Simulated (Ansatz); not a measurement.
Molecule (SMILES): ClF (F-Cl).
Geometry (B3LYP-D3(BJ)/def2-TZVP, fixed):
```xyz
2

F      0.0000     0.0000    -1.0729
Cl     0.0000     0.0000     0.5680
```

Basis-set convergence of the dipole moment at PBE0 with Ansatz (an electronic-structure program). Dipoles come from the density behind the forces; the sign is taken along the dipole that this method gives in the largest set. All functions are spherical. The program fits the integrals of some runs and decomposes those of others, by size. No added dispersion term, no relativity. Reference: the value in aug-pcseg-3, 0.862 D, itself unsure by roughly 0.002 D (its mean distance from aug-cc-pV(Q+d)Z, def2-QZVPPD). Deviations are taken from unrounded values.

```
basis            functions  dipole moment (D)  minus reference (D)
---------------  ---------  -----------------  -------------------
def2-SVP                32              1.142                0.280
aug-pcseg-1             50              0.897                0.036
6-311++G(2d,2p)         62              0.965                0.103
def2-TZVPD              86              0.867                0.005
jun-cc-pV(T+d)Z         87              0.867                0.005
def2-TZVPPD             91              0.867                0.005
aug-pcseg-2             96              0.871                0.009
def2-QZVPP             127              0.888                0.026
pcseg-4                206              0.865                0.004
```

The smallest set listed that lies within 0.02 D of the reference with all its larger relatives (same family, alike in diffuse functions; a set with none counts only in the reference's own line) is def2-TZVPD (86 functions, 0.005 D off). Inside, with no larger relative to test it: pcseg-4. (Relatives not listed, tested too: aug-cc-pV(T+d)Z 0.002, def2-QZVPPD -0.002, aug-cc-pV(Q+d)Z -0.001, aug-pcseg-3 0.000 D.)
